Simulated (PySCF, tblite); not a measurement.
# C₄H₃F₃: bond homolysis, EPR parameters

What do calculations give for the bond homolysis, EPR parameters of C₄H₃F₃ (`C=CC(F)=C(F)F`)?

Programs: tblite 0.8.0 and PySCF 2.14.0, with routines of our own; each step states its level. All values are computed. Atoms count from 0.

## Step 1: The starting structure

10 atoms, charge 0, multiplicity 1; geometry from: start built from the parent or by distance geometry.

## Step 2: Relaxing the molecule with GFN2-xTB

Job settings and geometry (Å):

```
{"job": {"kind": "relax", "xc": "GFN2-xTB", "basis": "xTB"}, "charge": 0, "multiplicity": 1}
C      1.782200     0.490100     0.522400
C      0.611500    -0.150600     0.636800
C     -0.539600     0.172400    -0.123300
F     -0.582800     1.190700    -1.061900
C     -1.708900    -0.503100     0.036600
F     -2.826100    -0.207100    -0.700300
F     -1.766500    -1.509200     0.912600
H      2.604000     0.187800     1.156300
H      1.913400     1.310800    -0.164000
H      0.530500    -0.972400     1.368400
```

On the command line:

```sh
$ OMP_NUM_THREADS=1 python redox_run.py task.json out
```

One launch serves the whole session: the jobs run in the order shown.

The log of the run:

```text
step      E/eV     max force
  0    -658.99307    2.287
  1    -659.11693    0.970
  2    -659.15552    0.708
  3    -659.18655    0.560
  4    -659.20527    0.411
  5    -659.21471    0.230
  6    -659.22087    0.247
  7    -659.22277    0.141
  8    -659.22368    0.111
  9    -659.22435    0.079
 10    -659.22518    0.077
 11    -659.22564    0.061
 12    -659.22605    0.068
 13    -659.22649    0.087
 14    -659.22720    0.106
 15    -659.22814    0.117
 16    -659.22901    0.095
 17    -659.22957    0.069
 18    -659.22993    0.067
 19    -659.23018    0.043
 20    -659.23032    0.032
 21    -659.23038    0.020
 22    -659.23042    0.019
 23    -659.23047    0.020
 24    -659.23050    0.019
 25    -659.23052    0.010
```

Wall time 0.11 s (1 thread of Arm Neoverse V1, shared host).

Step by step:

| step | energy from step 0 (eV) | largest force (eV/Å) |
| --- | --- | --- |
| 0 | 0.0000 | 2.2865 |
| 1 | -0.1239 | 0.9700 |
| 2 | -0.1625 | 0.7082 |
| 3 | -0.1935 | 0.5595 |
| 4 | -0.2122 | 0.4114 |
| 5 | -0.2216 | 0.2298 |
| 6 | -0.2278 | 0.2470 |
| 7 | -0.2297 | 0.1415 |
| 8 | -0.2306 | 0.1105 |
| 9 | -0.2313 | 0.0794 |
| 10 | -0.2321 | 0.0775 |
| 11 | -0.2326 | 0.0613 |
| 12 | -0.2330 | 0.0684 |
| 13 | -0.2334 | 0.0867 |
| 14 | -0.2341 | 0.1062 |
| 15 | -0.2351 | 0.1173 |
| 16 | -0.2359 | 0.0947 |
| 17 | -0.2365 | 0.0692 |
| 18 | -0.2369 | 0.0667 |
| 19 | -0.2371 | 0.0434 |
| 20 | -0.2373 | 0.0320 |
| 21 | -0.2373 | 0.0195 |
| 22 | -0.2373 | 0.0192 |
| 23 | -0.2374 | 0.0203 |
| 24 | -0.2374 | 0.0189 |
| 25 | -0.2374 | 0.0100 |

Close pairs (by a distance rule), those that changed most:

| bond | before (Å) | after (Å) | change (Å) |
| --- | --- | --- | --- |
| C4–F5 | 1.371 | 1.323 | -0.048 |
| C2–F3 | 1.386 | 1.347 | -0.039 |
| C1–C2 | 1.417 | 1.448 | +0.031 |
| C2–C4 | 1.360 | 1.336 | -0.024 |
| C1–H9 | 1.103 | 1.080 | -0.024 |
| C0–C1 | 1.339 | 1.328 | -0.011 |
| C4–F6 | 1.335 | 1.328 | -0.007 |
| C0–H7 | 1.081 | 1.075 | -0.006 |

The final coordinates are the input of the step that follows.

## Step 3: Infrared spectrum with GFN2-xTB

Job settings and geometry (Å):

```
{"job": {"kind": "ir", "xc": "GFN2-xTB", "basis": "xTB"}, "charge": 0, "multiplicity": 1}
C      1.782481     0.503673     0.521830
C      0.639684    -0.158347     0.664249
C     -0.550486     0.149799    -0.100848
F     -0.473915     1.157552    -0.990908
C     -1.714995    -0.495155     0.013966
F     -2.819138    -0.239615    -0.668570
F     -1.903731    -1.503047     0.857955
H      2.651261     0.252846     1.102399
H      1.877963     1.314463    -0.180661
H      0.528641    -0.972862     1.364295
```

The log of the run:

```text
mode    cm-1     km/mol
  1     107.5      0.01
  2     153.5      1.74
  3     171.6      1.57
  4     258.4      3.89
  5     363.9     12.58
  6     376.2      6.26
  7     459.1     10.50
  8     489.5      1.43
  9     546.2      3.06
 10     674.8      5.28
 11     752.1     16.87
 12     895.2     10.17
 13    1001.5     31.11
 14    1015.4     26.77
 15    1061.3    246.48
 16    1209.0    242.33
 17    1250.4     68.65
 18    1286.4      3.88
 19    1394.8      5.88
 20    1658.2      0.79
 21    1729.5    166.97
 22    3092.0      6.00
 23    3117.0      2.40
 24    3156.3     13.00
ZPE 156.829  H(298)-E 177.836  G(298)-E 74.716 kJ/mol  S 345.87 J/(mol K)
```

Wall time 0.22 s (1 thread of Arm Neoverse V1, shared host).

Which atoms move in the most intense modes:

| cm⁻¹ | km/mol | atoms |
| --- | --- | --- |
| 752 | 16.9 | F3 27 %, C1 22 %, F6 17 %, F5 14 % |
| 1002 | 31.1 | H9 51 %, H8 41 % |
| 1015 | 26.8 | H7 28 %, H8 20 %, H9 16 %, C0 14 % |
| 1061 | 246.5 | C2 35 %, C4 20 %, F5 15 %, F6 11 % |
| 1209 | 242.3 | C4 71 %, F6 14 %, F5 13 % |
| 1250 | 68.7 | C2 51 %, H9 35 % |
| 1730 | 167.0 | C4 54 %, C2 43 % |
| 3156 | 13.0 | H7 69 %, H8 20 % |

## Step 4: Optimising the geometry at PBE0-D3(BJ)/def2-SVP

The job, as its differences from that of step 3:

```diff
@@ -1,2 +1,2 @@
-{"job": {"kind": "ir", "xc": "GFN2-xTB", "basis": "xTB"}, "charge": 0, "multiplicity": 1}
+{"job": {"xc": "PBE0", "basis": "def2-SVP", "d3": "d3bj", "grid": 1, "kind": "geom"}, "charge": 0, "multiplicity": 1}
 C      1.782481     0.503673     0.521830
```

The log of the run:

```text
step   0  E = -452.89037206  max force = 0.023554
step   1  E = -452.88976719  max force = 0.009673
step   2  E = -452.89116129  max force = 0.008667
step   3  E = -452.89174807  max force = 0.004137
step   4  E = -452.89177438  max force = 0.004886
step   5  E = -452.89187747  max force = 0.001089
step   6  E = -452.89187973  max force = 0.000738
step   7  E = -452.89189922  max force = 0.000287
step   8  E = -452.89190728  max force = 0.000621
step   9  E = -452.89191240  max force = 0.000575
step  10  E = -452.89192116  max force = 0.000205
optimisation converged
```

It took 45 s on 1 thread of Arm Neoverse V1, shared host.

The steps of the relaxation: (the energy doesn't fall at every step)

| step | energy from step 0 (eV) | largest force component (eV/Å) |
| --- | --- | --- |
| 0 | 0.0000 | 1.2112 |
| 1 | 0.0165 | 0.4974 |
| 2 | -0.0215 | 0.4457 |
| 3 | -0.0374 | 0.2127 |
| 4 | -0.0382 | 0.2512 |
| 5 | -0.0410 | 0.0560 |
| 6 | -0.0410 | 0.0379 |
| 7 | -0.0416 | 0.0148 |
| 8 | -0.0418 | 0.0319 |
| 9 | -0.0419 | 0.0296 |
| 10 | -0.0422 | 0.0105 |

Close pairs (by a distance rule), those that changed most:

| bond | before (Å) | after (Å) | change (Å) |
| --- | --- | --- | --- |
| C4–F5 | 1.323 | 1.304 | -0.019 |
| C4–F6 | 1.328 | 1.310 | -0.018 |
| C0–H7 | 1.075 | 1.091 | +0.017 |
| C0–H8 | 1.077 | 1.092 | +0.015 |
| C1–H9 | 1.080 | 1.093 | +0.013 |
| C2–F3 | 1.347 | 1.334 | -0.013 |
| C0–C1 | 1.328 | 1.339 | +0.010 |
| C2–C4 | 1.336 | 1.341 | +0.005 |

The final coordinates are the input of the step that follows.

| at the end point | value |
| --- | --- |
| point group (found at 0.08 Å tolerance) | Cs |
| rotational constants (GHz, main isotopes) | 4.924, 1.911, 1.377 |
| dipole moment (D) | 1.27 |

## Step 5: Single point (C₄H₃F₃): M06-2X/def2-TZVP

Geometry: PBE0-D3(BJ)/def2-SVP.

Job settings and geometry (Å):

```
{"job": {"kind": "sp", "xc": "M06-2X", "basis": "def2-TZVP", "grid": 3}, "charge": 0, "multiplicity": 1}
C      1.759081     0.632388     0.400121
C      0.660013    -0.094324     0.637559
C     -0.581756     0.088633    -0.078983
F     -0.620313     1.032143    -1.021431
C     -1.699028    -0.622404     0.132520
F     -2.814903    -0.452362    -0.520987
F     -1.784125    -1.573372     1.029711
H      2.676079     0.459244     0.965623
H      1.765932     1.414360    -0.362661
H      0.655611    -0.876264     1.401488
```

The log of the run:

```text
coarse grid: 44040 points
cycle   1  E = -453.5910000394  dE =  1.375e+00  |g| = 8.048e-01  |ddm| = 3.003e+00
cycle   2  E = -453.5166412894  dE =  7.436e-02  |g| = 1.061e+00  |ddm| = 1.019e+00
cycle   3  E = -453.7166557765  dE = -2.000e-01  |g| = 7.182e-02  |ddm| = 5.941e-01
cycle   4  E = -453.7174046453  dE = -7.489e-04  |g| = 5.072e-02  |ddm| = 7.811e-02
cycle   5  E = -453.7179550898  dE = -5.504e-04  |g| = 1.066e-02  |ddm| = 4.001e-02
cycle   6  E = -453.7179797252  dE = -2.464e-05  |g| = 2.821e-03  |ddm| = 1.018e-02
cycle   7  E = -453.7179819660  dE = -2.241e-06  |g| = 9.310e-04  |ddm| = 3.797e-03
final grid: 128688 points
cycle   8  E = -453.7191824083  dE = -1.014e-05  |g| = 2.227e-03  |ddm| = 2.371e-02
cycle   9  E = -453.7191826291  dE = -2.208e-07  |g| = 2.033e-03  |ddm| = 3.415e-03
cycle  10  E = -453.7191832219  dE = -5.928e-07  |g| = 2.899e-04  |ddm| = 1.455e-03
cycle  11  E = -453.7191832386  dE = -1.664e-08  |g| = 1.246e-04  |ddm| = 2.891e-04
cycle  12  E = -453.7191832421  dE = -3.523e-09  |g| = 2.939e-05  |ddm| = 1.346e-04
converged SCF energy = -453.7191832421
```

Wall time 19 s (1 thread of Arm Neoverse V1, shared host).

## Step 6: Relaxing the molecule with GFN2-xTB

This step treats C4H3F2 radical, labelled `C=C/C(F)=[C]\F` (the label fixes atoms and charge, not where charge and spin sit).

Job settings and geometry (Å):

```
{"job": {"kind": "relax", "xc": "GFN2-xTB", "basis": "xTB"}, "charge": 0, "multiplicity": 2}
C      1.775300     0.626300     0.394800
C      0.649300    -0.085700     0.614500
C     -0.564300     0.081000    -0.075800
F     -0.622800     1.046800    -1.042000
C     -1.702300    -0.626200     0.143900
F     -1.795100    -1.575100     1.020900
H      2.676500     0.465100     0.954600
H      1.777400     1.423400    -0.357600
H      0.664600    -0.883100     1.400300
```

The log of the run:

```text
step      E/eV     max force
  0    -527.58973    3.016
  1    -527.71402    1.847
  2    -527.74275    0.473
  3    -527.74750    0.206
  4    -527.74973    0.133
  5    -527.75160    0.134
  6    -527.75210    0.120
  7    -527.75257    0.073
  8    -527.75308    0.088
  9    -527.75334    0.056
 10    -527.75371    0.056
 11    -527.75417    0.073
 12    -527.75473    0.100
 13    -527.75527    0.085
 14    -527.75574    0.067
 15    -527.75609    0.060
 16    -527.75629    0.034
 17    -527.75636    0.026
 18    -527.75640    0.019
 19    -527.75645    0.024
 20    -527.75649    0.022
 21    -527.75651    0.011
 22    -527.75652    0.008
```

Wall time 0.08 s (1 thread of Arm Neoverse V1, shared host).

The steps of the relaxation:

| step | energy from step 0 (eV) | largest force (eV/Å) |
| --- | --- | --- |
| 0 | 0.0000 | 3.0165 |
| 1 | -0.1243 | 1.8468 |
| 2 | -0.1530 | 0.4729 |
| 3 | -0.1578 | 0.2063 |
| 4 | -0.1600 | 0.1335 |
| 5 | -0.1619 | 0.1338 |
| 6 | -0.1624 | 0.1204 |
| 7 | -0.1628 | 0.0730 |
| 8 | -0.1633 | 0.0883 |
| 9 | -0.1636 | 0.0559 |
| 10 | -0.1640 | 0.0555 |
| 11 | -0.1644 | 0.0727 |
| 12 | -0.1650 | 0.1001 |
| 13 | -0.1655 | 0.0848 |
| 14 | -0.1660 | 0.0667 |
| 15 | -0.1664 | 0.0603 |
| 16 | -0.1666 | 0.0344 |
| 17 | -0.1666 | 0.0263 |
| 18 | -0.1667 | 0.0185 |
| 19 | -0.1667 | 0.0239 |
| 20 | -0.1668 | 0.0215 |
| 21 | -0.1668 | 0.0112 |
| 22 | -0.1668 | 0.0078 |

Close pairs (by a distance rule), those that changed most:

| bond | before (Å) | after (Å) | change (Å) |
| --- | --- | --- | --- |
| C1–C2 | 1.406 | 1.467 | +0.061 |
| C2–C4 | 1.358 | 1.315 | -0.042 |
| C1–H8 | 1.120 | 1.079 | -0.040 |
| C0–C1 | 1.350 | 1.325 | -0.025 |
| C2–F3 | 1.367 | 1.347 | -0.020 |
| C4–F5 | 1.295 | 1.315 | +0.020 |
| C0–H7 | 1.096 | 1.077 | -0.019 |
| C0–H6 | 1.073 | 1.076 | +0.003 |

The end geometry stands in the next job.

## Step 7: Harmonic vibrations with GFN2-xTB

Job settings and geometry (Å):

```
{"job": {"kind": "ir", "xc": "GFN2-xTB", "basis": "xTB"}, "charge": 0, "multiplicity": 2}
C      1.762994     0.641127     0.387747
C      0.693620    -0.097383     0.644686
C     -0.576449     0.075090    -0.068941
F     -0.585438     1.036271    -1.012692
C     -1.672289    -0.621251     0.141058
F     -1.884782    -1.591408     1.003273
H      2.681815     0.491527     0.928261
H      1.755308     1.411560    -0.364605
H      0.683839    -0.873143     1.394801
```

The log of the run:

```text
mode    cm-1     km/mol
  1      99.4      0.21
  2     150.9      0.44
  3     247.1      0.94
  4     282.7      3.18
  5     383.9      4.67
  6     480.8      2.72
  7     561.2      1.56
  8     614.0     11.42
  9     806.4      6.39
 10     875.6     11.70
 11     998.9     29.42
 12    1004.6     45.24
 13    1163.6    237.17
 14    1194.0    137.29
 15    1265.6      4.98
 16    1383.3      0.58
 17    1644.4     31.93
 18    1728.7     71.78
 19    3094.5      8.54
 20    3106.3      0.17
 21    3139.4     14.09
ZPE 144.901  H(298)-E 163.954  G(298)-E 64.205 kJ/mol  S 334.56 J/(mol K)
```

Wall time 0.18 s (1 thread of Arm Neoverse V1, shared host).

The strongest bands and the atoms that carry them (share of the mass-weighted mode):

| cm⁻¹ | km/mol | atoms |
| --- | --- | --- |
| 876 | 11.7 | H6 49 %, C0 21 %, H8 13 %, H7 11 % |
| 999 | 29.4 | H8 50 %, H7 42 % |
| 1005 | 45.2 | H6 27 %, H7 19 %, H8 16 %, C0 13 % |
| 1164 | 237.2 | C4 36 %, F5 29 %, C2 24 % |
| 1194 | 137.3 | C2 62 %, F3 13 %, C1 13 % |
| 1644 | 31.9 | C1 45 %, C0 41 % |
| 1729 | 71.8 | C4 51 %, C2 39 % |
| 3139 | 14.1 | H7 54 %, H6 32 % |

## Step 8: Geometry optimisation at PBE0-D3(BJ)/def2-SVP

This step treats C₄H₃F₂ radical, labelled `C=C/C(F)=[C]\F` (the label fixes atoms and charge, not where charge and spin sit).

The job, as its differences from that of step 7:

```diff
@@ -1,2 +1,2 @@
-{"job": {"kind": "ir", "xc": "GFN2-xTB", "basis": "xTB"}, "charge": 0, "multiplicity": 2}
+{"job": {"xc": "PBE0", "basis": "def2-SVP", "d3": "d3bj", "grid": 1, "kind": "geom"}, "charge": 0, "multiplicity": 2}
 C      1.762994     0.641127     0.387747
```

The log of the run:

```text
step   0  E = -353.13069204  max force = 0.025461
step   1  E = -353.13115512  max force = 0.006987
step   2  E = -353.13187655  max force = 0.005025
step   3  E = -353.13216890  max force = 0.002715
step   4  E = -353.13235780  max force = 0.000928
step   5  E = -353.13235915  max force = 0.001958
step   6  E = -353.13238238  max force = 0.000366
step   7  E = -353.13238900  max force = 0.000227
optimisation converged
```

It took 38 s on 1 thread of Arm Neoverse V1, shared host.

Step by step:

| step | energy from step 0 (eV) | largest force component (eV/Å) |
| --- | --- | --- |
| 0 | 0.0000 | 1.3093 |
| 1 | -0.0126 | 0.3593 |
| 2 | -0.0322 | 0.2584 |
| 3 | -0.0402 | 0.1396 |
| 4 | -0.0453 | 0.0477 |
| 5 | -0.0454 | 0.1007 |
| 6 | -0.0460 | 0.0188 |
| 7 | -0.0462 | 0.0117 |

Close pairs (by a distance rule), those that changed most:

| bond | before (Å) | after (Å) | change (Å) |
| --- | --- | --- | --- |
| C2–C4 | 1.315 | 1.336 | +0.020 |
| C4–F5 | 1.315 | 1.298 | -0.017 |
| C0–H7 | 1.077 | 1.092 | +0.016 |
| C0–H6 | 1.076 | 1.092 | +0.015 |
| C1–C2 | 1.467 | 1.452 | -0.015 |
| C1–H8 | 1.079 | 1.094 | +0.014 |
| C0–C1 | 1.325 | 1.339 | +0.014 |
| C2–F3 | 1.347 | 1.333 | -0.014 |

The final coordinates are the input of the step that follows.

| at the end point | value |
| --- | --- |
| point group (found at 0.08 Å tolerance) | Cs |
| rotational constants (GHz, main isotopes) | 6.445, 2.595, 1.850 |
| dipole moment (D) | 1.28 |
| ⟨S²⟩ | 0.782 |

## Step 9: Single point (C₄H₃F₂ radical, C=C/C(F)=[C]\F): M06-2X/def2-TZVP

Geometry: PBE0-D3(BJ)/def2-SVP.

Job settings and geometry (Å):

```
{"job": {"kind": "sp", "xc": "M06-2X", "basis": "def2-TZVP", "grid": 3}, "charge": 0, "multiplicity": 2}
C      1.765369     0.652174     0.302182
C      0.678132    -0.050263     0.643977
C     -0.580432     0.023302    -0.076943
F     -0.624744     0.833909    -1.134829
C     -1.679514    -0.659664     0.254251
F     -1.836344    -1.490391     1.239116
H      2.689219     0.562189     0.876885
H      1.757562     1.328644    -0.555531
H      0.689152    -0.727304     1.502753
```

The log of the run:

```text
coarse grid: 38736 points
cycle   1  E = -353.6926869719  dE =  1.064e+00  |g| = 4.324e-01  |ddm| = 1.940e+00
cycle   2  E = -353.6690424211  dE =  2.364e-02  |g| = 5.318e-01  |ddm| = 6.709e-01
cycle   3  E = -353.7732669366  dE = -1.042e-01  |g| = 5.583e-02  |ddm| = 3.378e-01
cycle   4  E = -353.7750763937  dE = -1.809e-03  |g| = 2.659e-02  |ddm| = 6.255e-02
cycle   5  E = -353.7756459429  dE = -5.695e-04  |g| = 1.214e-02  |ddm| = 3.292e-02
cycle   6  E = -353.7758474674  dE = -2.015e-04  |g| = 6.157e-03  |ddm| = 2.218e-02
cycle   7  E = -353.7759322753  dE = -8.481e-05  |g| = 3.381e-03  |ddm| = 1.510e-02
cycle   8  E = -353.7759660164  dE = -3.374e-05  |g| = 1.729e-03  |ddm| = 9.098e-03
cycle   9  E = -353.7759805881  dE = -1.457e-05  |g| = 1.082e-03  |ddm| = 6.622e-03
cycle  10  E = -353.7759852856  dE = -4.697e-06  |g| = 5.933e-04  |ddm| = 3.937e-03
final grid: 114424 points
cycle  11  E = -353.7768230874  dE = -8.808e-06  |g| = 1.182e-03  |ddm| = 1.247e-02
cycle  12  E = -353.7768235530  dE = -4.656e-07  |g| = 1.092e-03  |ddm| = 1.678e-03
cycle  13  E = -353.7768239481  dE = -3.951e-07  |g| = 2.547e-04  |ddm| = 7.640e-04
cycle  14  E = -353.7768241118  dE = -1.637e-07  |g| = 1.545e-04  |ddm| = 5.391e-04
cycle  15  E = -353.7768241933  dE = -8.153e-08  |g| = 1.037e-04  |ddm| = 3.891e-04
cycle  16  E = -353.7768242528  dE = -5.957e-08  |g| = 6.256e-05  |ddm| = 4.983e-04
cycle  17  E = -353.7768242648  dE = -1.199e-08  |g| = 1.757e-05  |ddm| = 2.512e-04
cycle  18  E = -353.7768242659  dE = -1.020e-09  |g| = 9.518e-06  |ddm| = 7.511e-05
converged SCF energy = -353.7768242659
```

It took 39 s on 1 thread of Arm Neoverse V1, shared host.

## Step 10: Geometry optimisation with GFN2-xTB

This step treats C4H2F3 radical, labelled `[CH]=CC(F)=C(F)F` (the label fixes atoms and charge, not where charge and spin sit).

Job settings and geometry (Å):

```
{"job": {"kind": "relax", "xc": "GFN2-xTB", "basis": "xTB"}, "charge": 0, "multiplicity": 2}
C      1.775300     0.626300     0.394800
C      0.649300    -0.085700     0.614500
C     -0.564300     0.081000    -0.075800
F     -0.622800     1.046800    -1.042000
C     -1.702300    -0.626200     0.143900
F     -2.825900    -0.454100    -0.529800
F     -1.783700    -1.567500     1.018700
H      1.777400     1.423400    -0.357600
H      0.664600    -0.883100     1.400300
```

The log of the run:

```text
step      E/eV     max force
  0    -642.27277    3.590
  1    -642.45103    1.717
  2    -642.49409    0.640
  3    -642.50655    0.505
  4    -642.51846    0.394
  5    -642.52970    0.345
  6    -642.53545    0.297
  7    -642.53971    0.248
  8    -642.54384    0.321
  9    -642.54872    0.262
 10    -642.55372    0.216
 11    -642.55759    0.194
 12    -642.56037    0.172
 13    -642.56267    0.169
 14    -642.56458    0.134
 15    -642.56614    0.144
 16    -642.56730    0.120
 17    -642.56817    0.096
 18    -642.56890    0.097
 19    -642.56950    0.079
 20    -642.56995    0.084
 21    -642.57029    0.072
 22    -642.57065    0.081
 23    -642.57108    0.103
 24    -642.57157    0.092
 25    -642.57194    0.053
 26    -642.57217    0.044
 27    -642.57232    0.043
 28    -642.57244    0.033
 29    -642.57253    0.029
 30    -642.57259    0.020
 31    -642.57261    0.009
```

It took 0.12 s on 1 thread of Arm Neoverse V1, shared host.

Relaxation path:

| step | energy from step 0 (eV) | largest force (eV/Å) |
| --- | --- | --- |
| 0 | 0.0000 | 3.5898 |
| 1 | -0.1783 | 1.7172 |
| 2 | -0.2213 | 0.6401 |
| 3 | -0.2338 | 0.5054 |
| 4 | -0.2457 | 0.3941 |
| 5 | -0.2569 | 0.3445 |
| 6 | -0.2627 | 0.2972 |
| 7 | -0.2669 | 0.2477 |
| 8 | -0.2711 | 0.3213 |
| 9 | -0.2759 | 0.2624 |
| 10 | -0.2809 | 0.2160 |
| 11 | -0.2848 | 0.1942 |
| 12 | -0.2876 | 0.1719 |
| 13 | -0.2899 | 0.1687 |
| 14 | -0.2918 | 0.1341 |
| 15 | -0.2934 | 0.1444 |
| 16 | -0.2945 | 0.1198 |
| 17 | -0.2954 | 0.0958 |
| 18 | -0.2961 | 0.0973 |
| 19 | -0.2967 | 0.0787 |
| 20 | -0.2972 | 0.0837 |
| 21 | -0.2975 | 0.0723 |
| 22 | -0.2979 | 0.0808 |
| 23 | -0.2983 | 0.1034 |
| 24 | -0.2988 | 0.0923 |
| 25 | -0.2992 | 0.0535 |
| 26 | -0.2994 | 0.0437 |
| 27 | -0.2995 | 0.0428 |
| 28 | -0.2997 | 0.0335 |
| 29 | -0.2998 | 0.0285 |
| 30 | -0.2998 | 0.0202 |
| 31 | -0.2998 | 0.0086 |

Close pairs (by a distance rule), those that changed most:

| bond | before (Å) | after (Å) | change (Å) |
| --- | --- | --- | --- |
| C1–C2 | 1.406 | 1.467 | +0.061 |
| C0–C1 | 1.350 | 1.298 | -0.052 |
| C4–F6 | 1.288 | 1.327 | +0.040 |
| C1–H8 | 1.120 | 1.084 | -0.035 |
| C0–H7 | 1.096 | 1.064 | -0.033 |
| C2–F3 | 1.367 | 1.343 | -0.024 |
| C2–C4 | 1.358 | 1.334 | -0.023 |
| C4–F5 | 1.321 | 1.324 | +0.002 |

The final coordinates are the input of the step that follows.

## Step 11: Vibrational analysis with GFN2-xTB

Job settings and geometry (Å):

```
{"job": {"kind": "ir", "xc": "GFN2-xTB", "basis": "xTB"}, "charge": 0, "multiplicity": 2}
C      1.716667     0.641881     0.367454
C      0.645939    -0.058735     0.587378
C     -0.632155     0.095961    -0.115454
F     -0.697319     1.040392    -1.068511
C     -1.720420    -0.635413     0.132160
F     -2.888470    -0.524463    -0.480245
F     -1.756718    -1.591410     1.052331
H      2.074915     1.431765    -0.248183
H      0.625196    -0.839192     1.340049
```

The log of the run:

```text
mode    cm-1     km/mol
  1      99.6      0.08
  2     153.6      1.91
  3     172.9      0.76
  4     243.7      3.80
  5     364.1     10.00
  6     377.0     24.03
  7     452.0      4.56
  8     481.0      1.28
  9     523.2      0.31
 10     622.1      1.96
 11     694.7     14.77
 12     796.6     64.21
 13     896.9     45.15
 14    1048.2    229.29
 15    1187.2     87.83
 16    1206.8    152.16
 17    1227.1    128.01
 18    1663.6      3.75
 19    1733.9    130.69
 20    3008.5      0.54
 21    3213.8      1.07
ZPE 120.622  H(298)-E 141.932  G(298)-E 36.694 kJ/mol  S 352.97 J/(mol K)
```

Run time: 0.2 s. Hardware: 1 thread of Arm Neoverse V1, shared host.

Which atoms move in the most intense modes:

| cm⁻¹ | km/mol | atoms |
| --- | --- | --- |
| 377 | 24.0 | C2 41 %, C4 23 %, F3 12 % |
| 797 | 64.2 | C1 37 %, F3 21 %, H7 14 % |
| 897 | 45.1 | H8 57 %, H7 30 %, C1 11 % |
| 1048 | 229.3 | C2 35 %, C4 18 %, F5 16 %, F6 10 % |
| 1187 | 87.8 | H8 43 %, C2 26 %, C1 16 % |
| 1207 | 152.2 | C4 69 %, F6 13 %, F5 11 % |
| 1227 | 128.0 | C2 42 %, H8 39 % |
| 1734 | 130.7 | C4 50 %, C2 38 % |

(Part 1 of 3 ends here.)
